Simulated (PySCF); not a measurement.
Which level of theory gave which numbers?

Species: C2H2.
InChI=1S/C2H2/c1-2/h1-2H

The closed-shell ground state was solved 4 times with PySCF (density fitting, gas phase), always in the pcSseg-2 basis (100 functions), with these functionals: B3LYP, HF, PBE and mPW1PW91. Geometry: PBE0-D3(BJ)/def2-SVP; no solvent, vibrations or thermal averaging.

| row | total energy (Eh) | HOMO (eV) | LUMO (eV) |
| --- | --- | --- | --- |
| P | -77.2538 | -7.17 | -0.35 |
| Q | -77.3661 | -8.16 | 0.40 |
| R | -77.3349 | -8.42 | 0.68 |
| S | -76.8469 | -11.15 | 2.94 |

Problem. Which functional belongs to which row?

Solution. P = PBE, Q = B3LYP, R = mPW1PW91, S = HF. By rising HOMO–LUMO gap: PBE (GGA) 6.82 eV; B3LYP (global hybrid, 20 % exact exchange) 8.56 eV; mPW1PW91 (global hybrid, 25 % exact exchange) 9.10 eV; HF (all exact exchange) 14.09 eV. Total energies of different functionals aren't bounds to one another; each is stationary for its own functional.
